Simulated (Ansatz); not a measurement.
Computed with Ansatz.

A structure relaxed at PBE0-D4/def2-TZVP, charge 0, multiplicity 1:

```xyz
10

B     1.416    1.265    0.053
Si   -0.394    0.742   -0.583
Si   -0.691   -1.389    0.377
H     1.564    1.811    1.106
H     2.395    0.950   -0.558
H    -0.515    0.583   -2.059
H    -1.504    1.606   -0.093
H    -0.649   -1.299    1.861
H     0.383   -2.316   -0.071
H    -2.007   -1.951   -0.031
```

(1) Give its formula and SMILES.

(2) Point group (tolerance 0.08 Å, 0.16 Å for H)?

(3) Summarise the bond lengths by kind.

Answers

(1) BH7Si2, `B[SiH2][SiH3]`.

(2) Cs.

(3) 1 × B–Si 1.988 Å; 2 × B–H 1.195 Å; 1 × Si–Si 2.356 Å; 5 × H–Si 1.487 to 1.490 Å.
